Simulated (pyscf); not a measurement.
F–SnH₃ + SnH₄ → H₃Sn–SnH₃ + hydrogen fluoride (HF), a four-centre exchange (singlet surface; F–Sn, H–Sn broken, Sn–Sn, F–H formed). Structures and frequencies: ωB97X-D3(BJ)/def2-SVP in PySCF. Energies in eV from the separated reactants.

Small-basis levels: PySCF, no dispersion term, spherical d functions. AM1 to PM7: differences of heats of formation from MOPAC, which are fitted to 298 K values and so differ in kind from electronic energies by zero-point and thermal terms. GFN2-xTB: tblite. 

```
level                    barrier  reaction energy
-----------------------  -------  ---------------
MP2/6-31G*+LANL2DZ          2.15            +0.75
SVWN5/6-31G*+LANL2DZ        0.75            +0.27
BP86/6-31G*+LANL2DZ         1.38            +0.43
B3LYP/LANL2DZ               1.87            +0.64
B3LYP/6-31G*+LANL2DZ        1.77            +0.61
M06-2X/6-31G*+LANL2DZ       1.69            +0.47
B3LYP/6-311+G**+LANL2DZ     1.86            +0.34
PBE/def2-SVP                0.95            -0.03
B3LYP/def2-SVP              1.37            +0.06
GFN2-xTB                    2.38            +0.20
AM1                        -0.54            -1.28
PM7                         2.73            +0.40
ωB97M-D3(BJ)/def2-TZVP      1.52             0.00
```

Against the last row the barrier runs from -2.06 (AM1) to +1.21 eV (PM7). At AM1 this geometry lies under one side, so the entry may be no barrier of that level: it is a single point on another level's saddle. ωB97M-D3(BJ)/def2-TZVP has limits of its own. One saddle was located; it need not be the lowest between these sides. In the def2 sets elements past Kr carry core potentials, without spin-orbit coupling.
